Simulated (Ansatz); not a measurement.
**Structure relaxation of CuI2**

Method: DFT PBE, scalar-relativistic, plane waves, PAW in Ansatz 0.2.0. Cutoff 420 eV, Γ-centred k mesh, Gaussian smearing, no spin polarisation in the final step.

The start puts CuI2 on the fluorite structure type (Fm-3m, No. 225), with Cu in place of Ca, I in place of F, at a guessed volume.

```yaml
crystal:
  lattice:
    - [0.00000, 3.93341, 3.93341]
    - [3.93341, 0.00000, 3.93341]
    - [3.93341, 3.93341, 0.00000]
  atoms:
    - { symbol: Cu, position: [0.00000, 0.00000, 0.00000] }
    - { symbol: I, position: [0.25000, 0.25000, 0.25000] }
    - { symbol: I, position: [0.75000, 0.75000, 0.75000] }
```

Cell and atoms relax at zero pressure; the relaxation can't lower the symmetry of the start. After a coarse first stage the cell is made exact in the group found at 0.06 Å.

The zero of energy is the elements' standard structures at the same level; no fitted shifts are applied.

(1) Which crystal results?

(2) What are its volume, energy, density and gap?

Answers

(1) It keeps Fm-3m (No. 225). The result has the fluorite structure. Conventional cell: a = 7.170 Å. Around Cu lie 8 I at 3.10 Å; around I lie 4 Cu at 3.10 Å and 6 I at 3.59 Å.

```
Cu I
1.0
     0.00000    3.58503    3.58503
     3.58503    0.00000    3.58503
     3.58503    3.58503    0.00000
Cu I
1 2
Direct
  0.00000 0.00000 0.00000
  0.25000 0.25000 0.25000
  0.75000 0.75000 0.75000
```

(2) The volume per atom is 30.72 Å³ and the density is 5.72 g/cm³. The energy over the elements is 0.36 eV/atom and the gap on the 12×12×12 mesh is 0 eV (a metal).

The final run used a 12×12×12 mesh on its 3-atom cell and 0.10 eV smearing. For metals, differences of a few meV/atom aren't resolved. Spin–orbit coupling is left out. A structure relaxed within its symmetry needn't be a true minimum. The steps took roughly 50 core-seconds in all.

Cost: 3 runs of about 0.82 core-minutes in all, on Arm Neoverse V2 (shared hosts).